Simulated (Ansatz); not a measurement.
Ansatz input

```yaml
crystal:
  lattice:
    - [0.0, 1.830112495, 1.830112495]
    - [1.830112495, 0.0, 1.830112495]
    - [1.830112495, 1.830112495, 0.0]
  atoms:
    - { symbol: Cu, position: [0.0, 0.0, 0.0] }
hamiltonian:
  xc: revpbe
  pseudopotentials:
    kind: paw
    azcp:
      Cu: "pseudopotentials/Cu.paw.azcp"
basis:
  ecutwfc: 420
  fft_grid_basis: typed
kpoints:
  mp_grid: { grid: [24, 24, 24], shift: [0, 0, 0] }
magnetization:
  spin_polarized: false
scf:
  occupations: { method: fermi_dirac, width: 0.1 }
```

Terminal output

```
Engine: ansatz 0.2.0, x86_64-unknown-linux-gnu
Pseudopotentials: kind: paw
Pseudopotential: Cu, paw, valence charge 19, recommended cutoff 420 eV (normal) 
Functional definition: revPBE
  parameter kappa = 1.245
  parameter beta = 0.06672455060314922
  exchange = pbe_x(kappa = kappa, mu = beta*pi^2/3)
  correlation = pbe_c(beta = beta)
Crystal: 1 atoms, lattice volume = 12.259 Å³
Basis set: ecut = 420 eV, 259 PW (Γ)
Bands: 14, of which v1, the nominal top of the filled ones, is band 10 counted from 1 (9 counted from 0)
Symmetry: 48 space group operations
Space group: Fm-3m (ITA 225), of the structure as read, at distance tolerance 2.3e-5 Å
k-points: 413 of 13824
Non-local potential: Cu, projectors of the file, l = 0: 3, l = 1: 2, l = 2: 3, l = 3: 1
PAW form: soft (Blöchl's): semilocal exchange-correlation on the pseudo side does not see the compensation charge
PAW frozen core: Cu, regenerated for the run's functional, and the local potential with it (the file was generated under x = pbe(κ = 0.804, μ = 0.2195149727645171), c = pbe(β = 0.06672455060314922))
PAW one-centre angular grid: Cu, 590 points (default); XC on 64 Gauss nodes
Initial density: superposition of atomic densities (neutral atoms: chi_scale 0, normalization atom), corrected by the library's trained network
Initial wavefunctions: pseudopotential atomic-orbital guess
Functional: x = revpbe(κ = 1.245, μ = 0.2195149727645171), c = pbe(β = 0.06672455060314922)
SCF iter   1: F=—  HF=-6628.879925 eV  |F-HF|=—  |Δ(HF+E_count)|=         —  Δρ=6.75e-3  dr2=2.76e-3  ethr=1.77e-3  ⟨swp⟩=5.2  Hψ=28681  notcnv=0
SCF iter   2: F=—  HF=-6628.879437 eV  |F-HF|=—  |Δ(HF+E_count)|=   4.88e-4  Δρ=4.57e-4  dr2=1.01e-5  ethr=1.45e-5  ⟨swp⟩=2.0  Hψ=11191  notcnv=0
SCF iter   3: F=—  HF=-6628.879451 eV  |F-HF|=—  |Δ(HF+E_count)|=   1.40e-5  Δρ=4.07e-4  dr2=6.70e-6  ethr=5.31e-8  ⟨swp⟩=2.1  Hψ=9682  notcnv=0
SCF iter   4: F=—  HF=-6628.879460 eV  |F-HF|=—  |Δ(HF+E_count)|=   8.84e-6  Δρ=5.69e-5  dr2=1.23e-7  ethr=3.52e-8  ⟨swp⟩=2.0  Hψ=6604  notcnv=0
iter 5 did not close the SCF: its close was put off for the readings that it lacked (scf_convergence_deferred on its scf_iter line)
SCF iter   5: F=-6628.879460 eV  HF=-6628.879460 eV  |F-HF|=1.02e-9  |Δ(HF+E_count)|=   2.25e-7  Δρ=4.26e-6  dr2=6.99e-10  ethr=6.48e-10  ⟨swp⟩=2.5  Hψ=9164  notcnv=0
SCF iter   6: F=-6628.879460 eV  HF=-6628.879460 eV  |F-HF|=2.73e-12  |Δ(HF+E_count)|=   1.11e-9  Δρ=2.32e-7  dr2=2.03e-12  ethr=3.68e-12  ⟨swp⟩=1.1  Hψ=16907  notcnv=0
SCF 1 converged in 6 iterations: F = -6628.879460 eV  dr2 = 2.03e-12
SCF converged after 6 iterations
Free energy (F): -6628.879460 eV
Harris-Foulkes:  -6628.879460 eV  (|F-HF|=2.73e-12)
Internal energy: -6628.869983 eV  (E = F + TS)
E sigma→0 (E₀):  -6628.874722 eV
Entropy (-TS):   -0.009477 eV (-9.477 meV/atom)
Fermi energy:    16.106296 eV
--- Per-component energies (eV) ---
  E_band       = -370.847216
  E_kinetic    = 299.327264
  E_local      = -4119.346386  (includes V_loc(G=0)·N_el)
  E_nonlocal   = 390.042897
  E_hartree    = 1813.314392
  E_xc         = -89.285545
  E_vxc        = -115.076945  (∫ρ·V_xc dr)
  E_paw        = -1667.169544  (= ΣΔE_a)
  E_vpaw       = -452.423095  (= ΣTr[D̂ρ^β])
  E_aug_tail   = 0.000282  (compensation charges beyond the density's cutoff)
  E_ewald      = -3255.723390
  E_core_change = -0.029953  (= ΣΔE_core)
  E_smearing   = -0.009477  (= −TS)
  E_closure    = 0.000000  (closes the sum)
  Σ components = -6628.879460   (vs F -6628.879460, Δ=0.00e0)
```
